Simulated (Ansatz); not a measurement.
# C2H3ClO: a dynamics run in two tries

Wanted: a short trajectory, and a check that the input is sound. SMILES of the start: CC(=O)Cl.

All numbers below are computed with Ansatz 0.2.0 (RKS PBE/def2-SVP).

### 1 The system as given

Bond lengths: C1–C2 1.576 Å, C2–O3 1.176 Å, C2–Cl4 1.856 Å, C1–H5 1.044 Å, C1–H6 1.079 Å, C1–H7 1.062 Å. Angles: C1–C2–O3 130.3°, C1–C2–Cl4 102.5°, O3–C2–Cl4 127.2°, C2–C1–H5 119.9°, C2–C1–H6 99.4°, C2–C1–H7 106.0°, H5–C1–H6 111.2°, H5–C1–H7 110.9°, H6–C1–H7 108.4°.

As a file:

```xyz
7

C     0.1757    0.6581    0.1036
C     0.0921   -0.9146    0.0552
O     0.7541   -1.7286    0.5864
Cl   -1.3755   -1.2038   -1.0442
H     0.8539    1.1230    0.7466
H    -0.8424    0.8809    0.3836
H     0.3251    0.9745   -0.8988
```

### 2 First try

Input file input.yaml:

```yaml
crystal:
  periodic: [false, false, false]
  atoms:
    - { symbol: C, position_ang: [0.1757, 0.658128, 0.10359] }
    - { symbol: C, position_ang: [0.09213, -0.914644, 0.055171] }
    - { symbol: O, position_ang: [0.754093, -1.728622, 0.586386] }
    - { symbol: Cl, position_ang: [-1.375479, -1.203846, -1.044166] }
    - { symbol: H, position_ang: [0.853946, 1.12304, 0.746636] }
    - { symbol: H, position_ang: [-0.842376, 0.880943, 0.383564] }
    - { symbol: H, position_ang: [0.325066, 0.974511, -0.898843] }
basis:
  gaussian: { orbitals: def2-SVP }
hamiltonian:
  xc: pbe
md:
  timestep: 1.0
  n_steps: 25
  ensemble: nvt_langevin
  temperature: 700.0
  initial_velocities: maxwell_boltzmann
  seed: 660031
  friction: 0.02
  dt: 0.5
scf:
  lower_state_search: "off"
```

The run is started by

```console
ansatz run input.yaml --threads 1 --pin off --max-ram 2048MiB --backend cpu --events-out ev --progress --plain --runs-dir out
```

**Question.** What will these runs give? Wanted: first try.

**Answer**, as computed:

```
 quantity                                                                               value
first try                                                                             refused
    cause  one key bears a name from other programs (dt, n_images) that this one doesn't know
```

The fault in the first input was caught at the input check and cost nothing.
